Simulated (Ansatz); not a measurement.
**Worked example: correlation energy of SiH4, triplet**

All five atoms lie in one plane.

Geometry: a point of a breathe scan, not a stationary point.

```yaml
atoms:
  - { symbol: Si, position_ang: [0.0000, 0.0000, 0.0000] }
  - { symbol: H, position_ang: [-0.0150, 1.4139, 1.4041] }
  - { symbol: H, position_ang: [-0.0215, -1.4042, 1.4137] }
  - { symbol: H, position_ang: [0.0215, 1.4042, -1.4137] }
  - { symbol: H, position_ang: [0.0150, -1.4139, -1.4041] }
```

Basis 6-31G; Ansatz 0.2.0. Only valence electrons are correlated (noble-gas cores frozen), which leaves 8 electrons in 16 orbitals. Prefix R: restricted or restricted open-shell reference.

Full CI is exact within this basis and frozen core; it isn't the basis-set limit.

Runs differ by some tens of microhartree through their thresholds and, for an open shell, their frozen cores, so steps under 0.03 kcal/mol mean nothing.

```tsv
level	total energy (hartree)
RHF	-290.862397
RMP2	-290.948575
RCCSD	-290.998927
RCCSD(T)	-291.004014
RCCSDT	-291.006262
RCCSDT(Q)	-291.006356
RCCSDTQ	-291.006282
full CI	-291.006265
```

Problem. What is the correlation energy at full CI, and what share of it do RMP2 and RCCSD(T) recover?

Solution. E(corr) = -291.006265 − (-290.862397) = -0.143868 hartree = -3.915 eV. RMP2: -0.086178 / -0.143868 = 59.90 %. RCCSD(T): -0.141617 / -0.143868 = 98.44 %.

Problem. By how many kcal/mol does RCCSD(T) miss full CI (1 hartree = 627.509 kcal/mol), and which steps make up the rest?

Solution. -291.004014 − (-291.006265) = 0.002251 hartree = 1.41 kcal/mol. Steps: RCCSDT − RCCSD(T) = -1.41, RCCSDT(Q) − RCCSDT = -0.06, RCCSDTQ − RCCSDT(Q) = 0.05, full CI − RCCSDTQ = 0.01 kcal/mol. Differences between like states or geometries often cancel part of this.
